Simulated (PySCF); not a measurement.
# CH₂⁻: doublet, from a bent start

Where does doublet CH₂⁻ go from a bent start, is the end point a minimum, and what are its modes, charges and moments?

Computed with PySCF 2.14.0. Level: PBE0, basis C def2-TZVPD, H def2-TZVPD, no relativity, density fitting.

## (1) The starting structure

3 atoms, charge -1, spin multiplicity 2.

Bond lengths: C1–H2 1.070 Å, C1–H3 1.070 Å. Angles: H2–C1–H3 110.0°.

```xyz
3
charge -1 multiplicity 2
C     0.0000    0.0000    0.0000
H     0.8765    0.0000    0.6137
H    -0.8765    0.0000    0.6137
```

## (2) The SCF at the typed geometry

The steps below are one call of a driver around PySCF. For each, scf.py gives the equivalent set-up of the SCF; relaxations use the driver's own optimiser. After this first run the driver tries any further starts and a stability analysis.

scf.py reads:

```python
from pyscf import gto, scf, dft
mol = gto.M(atom='''
C      0.000000     0.000000     0.000000
H      0.876500     0.000000     0.613700
H     -0.876500     0.000000     0.613700''',
    basis={'C': 'def2-TZVPD', 'H': 'def2-TZVPD'},
    charge=-1, spin=1)
mf = dft.UKS(mol, xc='PBE0')
mf.grids.atom_grid = (50, 194)
aux = {'C': 'def2-universal-JKFIT', 'H': 'def2-universal-JKFIT'}
mf = mf.density_fit(auxbasis=aux)
mf.conv_tol = 1e-08
mf.diis_space = 10
mf.max_cycle = 60
mf.init_guess = 'minao'
mf.verbose = 4
mf.kernel()
```

Command:

```
$ OMP_NUM_THREADS=2 python axn.py task.json out
```

Further steps of the session: Relaxation: bent start, doublet; Is it a minimum? Harmonic modes.

What does the calculation give? Wanted: minimum; geometry; wavenumbers; dipole moment; highest occupied, lowest empty level; polar-tensor charge of C1; zero-point energy; ⟨S²⟩.

As calculated:

| quantity | value |
| --- | --- |
| minimum | doublet, C2v |
| geometry | C–H 1.125 Å (×2); H–C–H 100.9° |
| wavenumbers (cm⁻¹) | 1327 (a1), 2739 (a1), 2797 (b2) |
| dipole moment (centre of mass) | 1.52 D |
| highest occupied, lowest empty level (either spin) | 1.35, 5.35 eV |
| polar-tensor charge of C1 | -0.61 e |
| zero-point energy | 41.0 kJ/mol |
| entropy at 298.15 K | 195.3 J/(mol K) |
| ⟨S²⟩ | 0.756 |

**Reading.** The molecule stays C2v, as typed, and the end point is a minimum. The strongest infrared band lies at 2739 cm⁻¹ (a1, stretch). Most of the spin sits on C1 (Mulliken spin 1.04, against 1 for the whole molecule). Other starts or spin states, not run here, may lie lower. A highest occupied level above zero is common for anions with such functionals; it warns that the extra electron is poorly described.
